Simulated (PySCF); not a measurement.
# BH3 (borane): CCSDT/6-31G(d) (spherical functions)

Wanted: the energy of BH3 (borane). Input form: a Python script.

Program for the calculation: PySCF 2.14.0.

2 further runs of the same task are left out: 2 set aside as unsound or not needed.

## (1) The system as given

BH3: 4 atoms, total charge 0, spin state singlet. SMILES: `B`. The B1–H3 distance was set to 1.790 Å, away from the relaxed value. At this shape a bond of the SMILES string is far longer than usual.

Bond lengths: B1–H2 1.193 Å, B1–H4 1.193 Å. Angles: H2–B1–H4 120.0°. A long bond or contact: B1–H3 1.790 Å.

## (2) A single-point energy at CCSDT/6-31G(d) (spherical functions)

File run.py:

```python
from pyscf import gto, cc

mol = gto.M(
    atom='B 0.158940 0.563211 -0.029148; H 1.127240 0.960011 0.544752; H -0.276200 -1.171800 0.043000; H -0.519360 1.323211 -0.650948',
    spin=0,
    verbose=4,
    max_memory=1860,
    basis='6-31g*',
    charge=0,
)

mf = mol.RHF()
mf.conv_tol = 1e-10
mf.kernel()
if not mf.converged:
    mf = mf.newton().run(mf.mo_coeff, mf.mo_occ)

mycc = cc.CCSDT(mf, frozen=1)
mycc.kernel()
e_final = mycc.e_tot
print('E = %.10f Eh' % e_final)
```

Run with:

```sh
$ OMP_NUM_THREADS=1 python run.py
```

Q: Predict the results. Wanted: total energy; dipole moment; HOMO energy; LUMO energy; HOMO–LUMO gap; correlation energy; T1 diagnostic.

Computed results:

At CCSDT/6-31G* (spherical functions), 1 core orbital frozen:

| quantity | value |
| --- | --- |
| total energy | -26.41843 Eh |
| dipole moment (Hartree–Fock density) | 1.10 D |
| HOMO energy (Hartree–Fock orbitals) | -11.00 eV |
| LUMO energy (Hartree–Fock orbitals) | 2.03 eV |
| HOMO–LUMO gap (Hartree–Fock orbitals) | 13.02 eV |
| correlation energy (1 core orbital frozen) | -104.9 mEh |
| T1 diagnostic | 0.015 |
